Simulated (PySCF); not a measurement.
Part of a log for Si(CN)H3 (`[H][Si]([H])([H])C#N`): ground state, then the species with a core hole.

Theory: PySCF 2.14.0, delta-SCF UKS SCAN, pcX-2 on the ionised atom, pcseg-1 elsewhere, spin-free X2C. The program numbers atoms from 0. The cycles run on a coarse integration grid; for E(ground) and E(ion) the exchange–correlation energy is redone on a finer one, so they differ from the last cycle, and only they enter the binding energy.

Coordinates (Å, PBE0-D3(BJ)/def2-SVP):
```
Si    -0.005540     0.005252    -0.586729
C      0.009517    -0.010748     1.271294
N      0.023031    -0.021748     2.430649
H      1.407714     0.016471    -1.049176
H     -0.723719     1.232314    -1.022495
H     -0.711003    -1.221540    -1.043533
```

```
ground state, core basis on atom 2 (N), 92 functions
  cycle   1  E = -384.67992615  |g| = 7.42e-02
  cycle   2  E = -384.67907639  |g| = 6.63e-02
  cycle   3  E = -384.67837786  |g| = 8.66e-02
  cycle   4  E = -384.68003440  |g| = 2.89e-03
  cycle   5  E = -384.68003575  |g| = 5.52e-04
  cycle   6  E = -384.68003574  |g| = 6.50e-05
  E(ground) = -384.71193345 Eh
hole in N 1s of atom 2
  cycle   1  E = -369.07650321  |g| = 1.84e+00
  cycle   2  E = -366.77815576  |g| = 2.58e+00
  cycle   3  E = -369.58535577  |g| = 5.14e-01
  cycle   4  E = -369.67825938  |g| = 3.61e-01
  cycle   5  E = -369.74858683  |g| = 2.54e-01
  cycle   6  E = -369.77495211  |g| = 3.50e-02
  cycle   7  E = -369.77576047  |g| = 1.05e-02
  cycle   8  E = -369.77595862  |g| = 6.93e-03
  cycle   9  E = -369.77604313  |g| = 3.90e-03
  cycle  10  E = -369.77605918  |g| = 7.23e-04
  cycle  11  E = -369.77605802  |g| = 1.41e-04
  E(ion) = -369.80763482 Eh   <S^2> = 0.8275   hole on atom = 1.000
```

Task: What is the N 1s binding energy of atom 2?

Result: (-369.807635 − (-384.711933)) Eh × 27.2114 eV/Eh = 405.57 eV, for the nitrogen bonded to C.

```
ground state, core basis on atom 1 (C), 92 functions
  cycle   1  E = -384.66986637  |g| = 6.04e-02
  cycle   2  E = -384.66976671  |g| = 3.32e-02
  cycle   3  E = -384.66919690  |g| = 6.02e-02
  cycle   4  E = -384.67000965  |g| = 7.08e-03
  cycle   5  E = -384.67002403  |g| = 4.67e-04
  E(ground) = -384.70529731 Eh
hole in C 1s of atom 1
  cycle   1  E = -373.39329938  |g| = 1.50e+00
  cycle   2  E = -372.24852105  |g| = 2.01e+00
  cycle   3  E = -373.66611521  |g| = 8.02e-01
  cycle   4  E = -373.82215830  |g| = 4.67e-01
  cycle   5  E = -373.92183061  |g| = 1.40e-01
  cycle   6  E = -373.93576406  |g| = 1.92e-02
  cycle   7  E = -373.93622597  |g| = 7.99e-03
  cycle   8  E = -373.93635377  |g| = 5.05e-03
  cycle   9  E = -373.93644116  |g| = 3.04e-03
  cycle  10  E = -373.93648591  |g| = 8.26e-04
  cycle  11  E = -373.93648809  |g| = 1.80e-04
  E(ion) = -373.96994684 Eh   <S^2> = 0.8267   hole on atom = 1.000
```

Task: What is the C 1s binding energy of atom 1?

Result: (-373.969947 − (-384.705297)) Eh × 27.2114 eV/Eh = 292.12 eV, for the carbon bonded to N and Si.

The ground state is recomputed for each atom, because the flexible core basis sits on the ionised atom alone; energies of different blocks can't be mixed. Isolated species at its PBE0-D3(BJ)/def2-SVP geometry, gas phase.

The run took 7.4 s of wall time on one thread, Arm Neoverse V1 (shared host).
Labels such as C1 count atoms from 1, the log's own numbers from 0.
